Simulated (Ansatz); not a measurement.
# C3H4S: rigid scan of one bond length, by script

The task is a rigid scan of one bond length, for C3H4S.

All numbers are computed with Ansatz 0.2.0 through its Python package. Level of theory: CAM-B3LYP/def2-SVP.

### 1 The structure

Bond lengths: C1–C2 1.241 Å, C2–S3 1.719 Å, S3–C4 1.779 Å, C1–H5 1.028 Å, C4–H6 1.095 Å, C4–H7 1.062 Å, C4–H8 1.128 Å. Angles: C1–C2–S3 177.6°, C2–C1–H5 174.8°, C2–S3–C4 96.0°, S3–C4–H6 113.0°, S3–C4–H7 113.4°, S3–C4–H8 106.3°, H6–C4–H7 112.5°, H6–C4–H8 104.0°, H7–C4–H8 106.8°.

The script holds or builds the structure itself.

### 2 The script

The input, scan_c3h4s.py:

```python
import ansatz as az
import matplotlib.pyplot as plt
import numpy as np

config = {
    "basis": "def2-SVP",
    "xc": "cam_b3lyp",
}

GEOMETRY = """
C     2.09670   -0.37440    0.83490
C     0.90310   -0.65660    0.64420
S    -0.73250   -1.11640    0.38510
C    -1.17790    0.31560   -0.57170
H     3.06420   -0.05450    0.96680
H    -1.14650    1.24330    0.00850
H    -0.64720    0.39170   -1.48880
H    -2.26770    0.19430   -0.83490
"""


def main() -> None:
    system = az.Crystal.molecule()
    for line in GEOMETRY.strip().splitlines():
        symbol, *xyz = line.split()
        system = system.atom(symbol, [float(v) for v in xyz])

    symbols = [site.symbol for site in system.cartesian_sites]
    start = np.array([site.position_ang for site in system.cartesian_sites])
    axis = (start[6] - start[3]) / np.linalg.norm(start[6] - start[3])
    moving = [6]
    lengths, energies = [0.935, 0.977, 1.02, 1.062, 1.105, 1.147, 1.19, 1.254], []
    for length in lengths:
        xyz = start.copy()
        xyz[moving] += (length - np.linalg.norm(start[6] - start[3])) * axis
        point = az.Crystal.molecule()
        for symbol, place in zip(symbols, xyz):
            point = point.atom(symbol, place.tolist())
        model = (
            point.calculation()
            .basis(gaussian=config["basis"])
            .functional(config["xc"])
        )
        r = model.run(threads=1).report
        energies.append(r["free_energy_ev"])
        print(f"r = {length:6.3f} A  E = {energies[-1]:.5f} eV  <S^2> = {abs(r['mean_field']['state']['spin_squared']):.3f}")

    fit = np.polynomial.Polynomial.fit(lengths, np.array(energies) - min(energies), 4).convert()
    roots = [r.real for r in fit.deriv().roots() if abs(r.imag) < 1e-9 and fit.deriv(2)(r.real) > 0]
    r_e = min(roots, key=lambda r: abs(r - lengths[int(np.argmin(energies))]))
    print(f"minimum of the fit at {r_e:.4f} A, force constant {fit.deriv(2)(r_e):.2f} eV/A^2")
    plt.figure(figsize=(4.5, 3))
    plt.plot(lengths, np.array(energies) - min(energies), "o-")
    plt.xlabel("bond length (A)")
    plt.ylabel("E - E(min) (eV)")
    plt.tight_layout()
    plt.savefig("scan.png", dpi=100)


if __name__ == "__main__":
    main()
```

### 3 The calls as engine input

The package turns the script's settings into the engine's input (first run):

```yaml
crystal:
  periodic: [false, false, false]
  atoms:
    - { symbol: C, position_ang: [2.0967, -0.3744, 0.8349] }
    - { symbol: C, position_ang: [0.9031, -0.6566, 0.6442] }
    - { symbol: S, position_ang: [-0.7325, -1.1164, 0.3851] }
    - { symbol: C, position_ang: [-1.1779, 0.3156, -0.5717] }
    - { symbol: H, position_ang: [3.0642, -0.0545, 0.9668] }
    - { symbol: H, position_ang: [-1.1465, 1.2433, 0.0085] }
    - { symbol: H, position_ang: [-0.7108012112501176, 0.38257987153545514, -1.378891066822154] }
    - { symbol: H, position_ang: [-2.2677, 0.1943, -0.8349] }
basis:
  gaussian:
    orbitals: def2-SVP
hamiltonian:
  xc: cam_b3lyp
```

### 4 Running it

Run with:

```console
> python scan_c3h4s.py
```

**Question.** What results will this script give? Wanted: range of energy; lowest point, distance.

As calculated:

| quantity | value |
| --- | --- |
| bond length at the fit's minimum | 1.0966 Å |
| runs compared | 8 |
| range of energy | 0.620 eV |
| lowest point, distance (Å) | 1.10 |

**Reading.** The curve has its lowest point inside the range, at 1.10. The ends stand 0.62 and 0.316 eV above it. The distance scanned is the script's pair 3, 6. The rest of the molecule is held rigid at a force-field or estimated start geometry, and the basis set is modest; single-reference methods fail as a bond breaks. The orbitals are restricted, so S² is zero by construction.
